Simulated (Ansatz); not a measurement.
# CH₆Si (triplet): the correlation ladder at distance Si1–H5 along a hydrogen transfer = 1.485 Å, cc-pVDZ

The task here is to estimate one member of a computed series from the others.

Program: Ansatz 0.2.0, Gaussian basis. Level of theory: cc-pVDZ, core rule «outside noble gas», up to 6 orbitals frozen. These are calculated values, not measurements.

To be run: UHF; CCSD(T) on ROHF; CCSD(T) on UHF; BCCD(T) on ROHF; CISD; CCSDT(Q) on ROHF; CCSDT(Q) on UHF; CASSCF and MRCISD+Q, 4 electrons in 4 orbitals; CASSCF and NEVPT2, 4 electrons in 4 orbitals; CASSCF and MRCISD+Q, 10 electrons in 10 orbitals; CASSCF and NEVPT2, 10 electrons in 10 orbitals.

### What is computed

The geometry derives from fragments relaxed apart (PBE0/def2-TZVP) and kept rigid, so it is no stationary point. A hydrogen atom is moved between rigid fragments.

8 atoms, charge 0, spin multiplicity 3.

Atoms are counted from 1 here; the program's logs count them from 0.

Bond lengths: Si1–H2 1.485 Å, Si1–H3 1.485 Å, Si1–H4 1.485 Å, Si1–H5 1.485 Å, C6–H7 1.079 Å, C6–H8 1.079 Å. Angles: H2–Si1–H3 109.5°, H2–Si1–H4 109.5°, H2–Si1–H5 109.5°, H3–Si1–H4 109.5°, H3–Si1–H5 109.5°, H4–Si1–H5 109.5°, H7–C6–H8 134.8°.

As a file:

```xyz
8

Si   -0.9103    0.0000    0.0000
H    -1.4051    1.3997    0.0000
H    -1.4051   -0.6999    1.2122
H    -1.4051   -0.6999   -1.2122
H     0.5743    0.0000    0.0000
C     2.0247    0.0000    0.0000
H     2.4392    0.0000    0.9962
H     2.4392    0.0000   -0.9962
```

Set-up of the first run:

Contents of in.yaml:

```yaml
crystal:
  periodic: [false, false, false]
  atoms:
    - {symbol: Si, position_ang: [-0.910274, 0.000000, 0.000000]}
    - {symbol: H, position_ang: [-1.405146, 1.399708, 0.000000]}
    - {symbol: H, position_ang: [-1.405145, -0.699854, 1.212183]}
    - {symbol: H, position_ang: [-1.405146, -0.699854, -1.212182]}
    - {symbol: H, position_ang: [0.574341, 0.000000, 0.000000]}
    - {symbol: C, position_ang: [2.024726, 0.000000, -0.000001]}
    - {symbol: H, position_ang: [2.439194, 0.000000, 0.996160]}
    - {symbol: H, position_ang: [2.439194, 0.000000, -0.996162]}
basis:
  gaussian: {orbitals: cc-pVDZ}
magnetization: {spin_polarized: true, initial_magnetization: 2}
hamiltonian: {xc: hf}
output: {orbitals: {seedname: orbitals}}
```

On the command line:

```bash
ansatz run in.yaml --threads 1 --pin off --events-out ev --progress --plain --max-ram 2816MiB --backend cpu
```

Among the steps run: UHF; CCSD(T) on ROHF; CCSD(T) on UHF; BCCD(T) on ROHF; CISD; CCSDT(Q) on ROHF; CCSDT(Q) on UHF; CASSCF and MRCISD+Q, 4 electrons in 4 orbitals; CASSCF and NEVPT2, 4 electrons in 4 orbitals; CASSCF and MRCISD+Q, 10 electrons in 10 orbitals; CASSCF and NEVPT2, 10 electrons in 10 orbitals.

One table of the session follows, with a row left open; its other results are not shown here.

| method | from UCCSDT(Q) (meV) |
| --- | --- |
| ROHF | +7987.6 |
| UHF | +7717.7 |
| RMP2 | +1572.8 |
| UMP2 | +1580.1 |
| CISD | +914.9 |
| RCCSD | +200.8 |
| UCCSD | +196.0 |
| RCCSD(T) | +38.4 |
| UCCSD(T) | +38.6 |
| BCCD(T) | +38.2 |
| RCCSDT | +7.5 |
| UCCSDT | +6.5 |
| RCCSDT(Q) | +0.9 |
| UCCSDT(Q) | 0 |
| CASSCF frontier | +5984.5 |
| NEVPT2 frontier | +1500.1 |
| MRCISD frontier | ? |
| MRCISD+Q frontier | +51.4 |

**Question.** Estimate the row for MRCISD frontier.

The run gave: from UCCSDT(Q) (meV): +550.3. In the column «from UCCSDT(Q) (meV)» it lies between RCCSD (+200.8) and CISD (+914.9).

Caveats from the session: Left out of the table: CASSCF pair, NEVPT2 pair, MRCISD pair, MRCISD+Q pair (the active space lost an orbital or holds another state than full CI finds). Restricted and unrestricted rows rest on different reference determinants; where their highest levels disagree by more than a few hundredths of an eV, they describe different states and don't form one ladder. Warnings in the runs' records: passed over end.
